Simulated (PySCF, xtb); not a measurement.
propene cation (C3H6), SMILES CC=C (connectivity only; charge and spin as stated), charge +1, multiplicity 2.

Harmonic wavenumbers (cm⁻¹) from GFN2-xTB (xtb) at its own minimum, in rising order: 171, 348, 494, 789, 827, 884, 905, 964, 1126, 1178, 1235, 1269, 1293, 1379, 1456, 2840, 2902, 2917, 3008, 3030, 3049.

### Question
What does ωB97X-D3(BJ)/def2-TZVP (PySCF 2.14.0) give at its own minimum? (Estimate from the structure and the level; the computed values follow.)

### Answer
27, 147, 419, 751, 905, 913, 966, 1080, 1231, 1288, 1310, 1406, 1424, 1502, 1594, 2985, 3017, 3163, 3184, 3198, 3279. Paired by order, the mean absolute difference is 126 cm⁻¹ and the zero-point energies are 45.8 and 48.3 kcal/mol.
